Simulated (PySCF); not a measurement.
CH₃, SMILES [CH3] (connectivity only; charge and spin as stated), charge +1, multiplicity 1. Heavy atoms are numbered as in [CH3:1]. Hydrogens are named by the atom that carries them.

The structure is a stationary point at B3LYP-D3(BJ)/def2-TZVPD. The multiplicity is an assumed one; other spin states were not compared. The isomer is the one that the SMILES or the coordinates give; other isomers of the formula were not compared.

These are B3LYP/def2-TZVPD (PySCF) values and carry that method's errors.

Mulliken values depend strongly on the basis, most of all with diffuse functions as here. Atomic charges (e), one atom of each kind:

```csv
atom,Mulliken,meta-Löwdin
C1 (CH3),-0.04,?
H on C1,0.35,?
```

**Question.** What belongs in the gaps? (Estimate from the structure and the level; the computed values follow.)

**Answer.** 
- C1 (CH3), meta-Löwdin: 0.26
- H on C1, meta-Löwdin: 0.25
